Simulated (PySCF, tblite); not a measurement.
Compound: C4H6N2.
Bonds: C1–N2 (double), N2–C3, C3–C4, C4–C5, C5–N6 (triple). Hydrogens: H7, H8 on C1; H9, H10 on C3; H11, H12 on C4.

Computed with GFN2-xTB (tblite), gas phase: Langevin dynamics at 600 K from the optimised GFN2-xTB geometry, time step 0.5 fs, friction 0.01 fs⁻¹, 2000 steps. Over the second half of the run the saved frames average 574 K.

Frame at 250 fs, instantaneous temperature 441 K:
```
atom  x, y, z in Å
C1     -2.861   -0.065    0.372
N2     -1.907    0.735    0.274
C3     -0.771    0.366    1.076
C4      0.524    0.851    0.278
C5      1.328   -0.243   -0.218
N6      2.101   -1.026   -0.457
H7     -2.939   -0.975    0.928
H8     -3.781    0.080   -0.257
H9     -0.885   -0.634    1.464
H10    -0.782    1.110    1.938
H11     1.193    1.361    0.914
H12     0.277    1.482   -0.644
```

Frame at 425 fs, instantaneous temperature 487 K:
```
atom  x, y, z in Å
C1     -2.634    0.829    0.736
N2     -2.148   -0.001    1.619
C3     -0.941   -0.738    1.228
C4      0.091    0.358    0.786
C5      0.982   -0.424   -0.055
N6      1.597   -1.087   -0.758
H7     -2.305    0.766   -0.308
H8     -3.420    1.441    1.108
H9     -1.166   -1.410    0.345
H10    -0.479   -1.407    1.962
H11     0.579    0.649    1.742
H12    -0.184    1.183    0.307
```

Frame at 625 fs, instantaneous temperature 759 K:
```
atom  x, y, z in Å
C1     -3.005   -0.137    2.128
N2     -1.992   -0.772    1.927
C3     -1.178   -0.690    0.597
C4      0.201   -0.152    0.911
C5      0.910   -0.333   -0.375
N6      1.601   -0.768   -1.175
H7     -3.718    0.404    1.553
H8     -3.445   -0.332    3.153
H9     -1.717   -0.029   -0.083
H10    -1.271   -1.720    0.281
H11     0.898   -0.734    1.558
H12     0.115    0.845    1.216
```

Frame at 800 fs, instantaneous temperature 426 K:
```
atom  x, y, z in Å
C1     -2.985    0.240    1.888
N2     -1.864   -0.230    1.696
C3     -1.462   -0.667    0.335
C4      0.088   -0.495    0.488
C5      0.883   -0.512   -0.681
N6      1.635   -0.704   -1.546
H7     -3.658    0.387    1.096
H8     -3.382    0.378    2.905
H9     -1.961   -0.154   -0.530
H10    -1.725   -1.634    0.173
H11     0.416   -1.299    1.127
H12     0.396    0.472    1.105
```

Frame at 1000 fs, instantaneous temperature 396 K:
```
atom  x, y, z in Å
C1     -3.054   -0.469    2.347
N2     -1.839   -0.725    1.999
C3     -1.254   -0.947    0.618
C4      0.343   -1.135    0.921
C5      1.048   -0.842   -0.296
N6      1.512   -0.697   -1.325
H7     -3.936   -0.542    1.599
H8     -3.404   -0.612    3.280
H9     -1.401    0.075    0.244
H10    -1.686   -1.885    0.238
H11     0.827   -2.072    1.197
H12     0.660   -0.347    1.681
```

**Question.** What do single points at PBE0/def2-SVPD (PySCF, gas phase, TDDFT, vertical, frozen core in the response) give on these frames?

**Answer.** 
```tsv
t (fs)	GFN2-xTB E above start (eV)	DFT E above lowest frame (eV)	HOMO (eV)	LUMO (eV)	dipole (D)	S1 (eV)	f(S1)
250	0.59	0.00	-8.15	-0.89	3.91	5.26	0.002
425	0.86	0.34	-7.69	-1.49	3.21	4.24	0.000
625	0.86	0.37	-7.38	-0.51	3.94	4.84	0.001
800	0.73	0.12	-7.85	-0.83	4.66	4.98	0.001
1000	1.29	0.80	-7.24	-1.26	4.22	3.93	0.000
```

Both levels order the frames alike by energy; measured from each level's lowest frame they differ by 0.10 eV at most. The HOMO–LUMO gap runs from 5.98 to 7.26 eV. These are instantaneous structures, not minima.

The cost below is that of the whole dynamics run. Time: 20 s of wall time; peak memory 0.18 GiB. Hardware: one thread of an Intel Xeon at 2.50 GHz (shared host).
